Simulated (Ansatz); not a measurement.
Two isomers of C3H5NO: A = `COCC#N`, B = `CC1(O)C=N1`.

Computed with Ansatz on PBE0-D4/def2-TZVP structures; ΔE is electronic, products minus reactants. CCSD(T)/CBS is the MP2 limit (def2-TZVPP, def2-QZVPP) plus CCSD(T) − MP2 in def2-TZVPP, frozen cores. This one scheme is used for every species. DFT in def2-TZVPP. B3LYP here is the variant with VWN-RPA as its local correlation; programs differ in this. Each species was taken in one conformer, which may not be the lowest.

Q: Which isomer does CCSD(T)/CBS put lower? Give the gap. (Best estimate.)

A: The calculation gave: A, by 87.5 kJ/mol.

Q: Give E(B) − E(A) in kJ/mol with MP2/def2-TZVPP, LDA (SPW92), r2SCAN-D4, CCSD/def2-TZVPP, PBE0-D4, ωB97M-V, B3LYP-D4. (Estimate.)

A: Ansatz gave: MP2/def2-TZVPP 91.6, LDA (SPW92) 48.4, r2SCAN-D4 76.1, CCSD/def2-TZVPP 100.5, PBE0-D4 70.3, ωB97M-V 84.6, B3LYP-D4 96.3. None reverses the order clearly.

Q: Does the order hold for the free energy at 298.15 K (harmonic terms from PBE0-D4)? (Estimate.)

A: The calculation gave: Yes: G(B) − G(A) = +85.9 kJ/mol, for one conformer each.

Largest T1 diagnostic: 0.012.

In def2-TZVPP, CCSD(T) changes the Hartree–Fock value by −30.9 kJ/mol (the triples alone add −4.5 kJ/mol) and MP2 by −35.2 kJ/mol. Leaving LDA and LC-ωPBE aside and taking each functional with its dispersion term where it has one, the values, not all of them listed here, spread over 31.8 kJ/mol, from PBE-D4 to BHLYP-D4. LDA lies −22.2 kJ/mol from PBE without D4.
